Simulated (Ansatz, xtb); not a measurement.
HPSi2: where a starting geometry ends

The starting geometry of this gas-phase singlet has its atoms placed at random.

| atom | x (Å) | y (Å) | z (Å) |
| --- | --- | --- | --- |
| P | 0.6205 | 1.2651 | -0.3236 |
| Si | -0.5292 | -0.2427 | 1.0088 |
| Si | -0.2379 | -1.6234 | -0.3123 |
| H | -1.0105 | 1.0112 | -0.1054 |

**Question.** Guess where an optimisation with r2SCAN-D4/def2-SVP ends from this start.

**Answer.** It ends as a structure given below by its coordinates. Distances that change by over a tenth: P1–H4 (1.67 → 1.44 Å), Si2–Si3 (1.93 → 2.16 Å). Contacts that open: Si2–H4 (1.75 → 2.69 Å).

The energy falls by 2.05 eV over 9 steps:

| step | E − E(last) (eV) |
| --- | --- |
| 1 | 2.049 |
| 2 | 0.806 |
| 3 | 0.409 |
| 4 | 0.141 |
| 5 | 0.009 |
| 6 | 0.003 |
| 7 | 0.000 |
| 8 | 0.000 |
| 9 | 0.000 |

Final geometry (Å):

```yaml
atoms:
  - { symbol: P, position_ang: [0.3191, 1.2383, -0.1377] }
  - { symbol: Si, position_ang: [-0.2917, -0.4312, 1.0452] }
  - { symbol: Si, position_ang: [-0.1727, -2.1361, -0.2756] }
  - { symbol: H, position_ang: [-1.0118, 1.7393, -0.3644] }
```

From the same start GFN2-xTB ends elsewhere, differing in P1–Si3 (2.29 against 3.41 Å here).

From so rough a start the end depends on the optimiser's path, so another program may land elsewhere. No frequencies were run, so the end isn't proven a minimum. Run with Ansatz 0.2.0, 7.8 s on 1 thread of Intel(R) Xeon(R) 6975P-C (Granite Rapids), with other jobs on the host.
